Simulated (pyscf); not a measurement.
**Addition across a multiple bond or ene-type step: `[BH2][OH]` + `[CH2]=[CH2]` -> `[CH3][CH2][BH][OH]`**

Gas phase, singlet surface, charge 0. Bonds broken: B1–H3. Bonds formed: B1–C6, H3–C7. Optimised with ωB97X-D3(BJ)/def2-SVP in PySCF. MP2 and CC: frozen core, UHF for open shells. ΔMP2 is the change of the MP2 total energy from the triple- to the quadruple-zeta basis.

Transition state (Å):

```xyz
11

B     -1.8011    -0.0917     0.3998
O     -2.7420     0.5006     1.3007
H     -0.9722    -0.8716     0.9203
H     -2.1413    -0.7126    -0.5930
H     -3.0871    -0.1555     1.9115
C     -0.9828     1.2411    -0.4359
C     -0.1318     0.6894     0.5162
H     -0.8151     1.0561    -1.4979
H     -1.6216     2.0852    -0.1681
H      0.7170     0.0661     0.2229
H     -0.1169     1.0775     1.5375
```

One imaginary mode, 499i cm⁻¹; descent along it reached the two sides named.

```json
[
 {"bond": "B1–H3", "change": "breaks", "reactant side (Å)": "1.215", "saddle": "1.251", "product side": "2.8"},
 {"bond": "B1–C6", "change": "forms", "reactant side (Å)": "3.1", "saddle": "1.773", "product side": "1.574"},
 {"bond": "H3–C7", "change": "forms", "reactant side (Å)": "3.1", "saddle": "1.818", "product side": "1.105"}
]
```

Electronic energies relative to the separated reactants (kcal/mol):

```json
[
 {"level": "ωB97X-D3(BJ)/def2-TZVP", "barrier": "10.7", "reaction energy": "-38.7", "reverse barrier": "49.4"},
 {"level": "PBE/def2-TZVP", "barrier": "5.1", "reaction energy": "-36.7", "reverse barrier": "41.8"},
 {"level": "r²SCAN/def2-TZVP", "barrier": "5.6", "reaction energy": "-38.4", "reverse barrier": "44.1"},
 {"level": "B3LYP-D3(BJ)/def2-TZVP", "barrier": "13.5", "reaction energy": "-34.4", "reverse barrier": "48.0"},
 {"level": "PBE0-D3(BJ)/def2-TZVP", "barrier": "4.8", "reaction energy": "-40.7", "reverse barrier": "45.5"},
 {"level": "M06-2X/def2-TZVP", "barrier": "9.7", "reaction energy": "-37.0", "reverse barrier": "46.7"},
 {"level": "ωB97M-D3(BJ)/def2-TZVP", "barrier": "11.3", "reaction energy": "-36.8", "reverse barrier": "48.1"},
 {"level": "HF/def2-TZVP", "barrier": "32.0", "reaction energy": "-29.1", "reverse barrier": "61.1"},
 {"level": "MP2/def2-QZVPP", "barrier": "10.1", "reaction energy": "-37.9", "reverse barrier": "48.0"},
 {"level": "CCSD/def2-TZVPP", "barrier": "16.1", "reaction energy": "-35.1", "reverse barrier": "51.3"},
 {"level": "CCSD(T)/def2-TZVPP", "barrier": "13.7", "reaction energy": "-35.2", "reverse barrier": "48.9"},
 {"level": "CCSD(T)/def2-TZVPP + ΔMP2(QZVPP)", "barrier": "13.5", "reaction energy": "-35.5", "reverse barrier": "49.0"}
]
```

With CCSD(T)/def2-TZVPP + ΔMP2(QZVPP) energies and thermal terms (ideal gas, 1 atm, RRHO with modes under 100 cm⁻¹ raised to 100, one conformer, R ln 2 for rigid chiral ones), in kcal/mol:

```csv
T (K),ΔH‡,ΔG‡,ΔH,ΔG
298,14.2,25.4,-32.2,-21.6
600,14.5,36.7,-31.8,-11.0
900,15.0,47.7,-31.0,-0.8
1200,15.7,58.5,-30.1,+9.1
```

At the saddle there is also a short B–C contact that neither side keeps. H₃C–CH₂–BH–OH lies 13.7 kcal/mol over its isomer H₃C–B(CH₃)–OH, and others may lie lower still (electronic energy, ωB97M-D3(BJ)). This is the saddle that the search found; another between the same sides may lie lower. The CCSD(T) − MP2 part came from Ansatz, without density fitting, on the same reference.
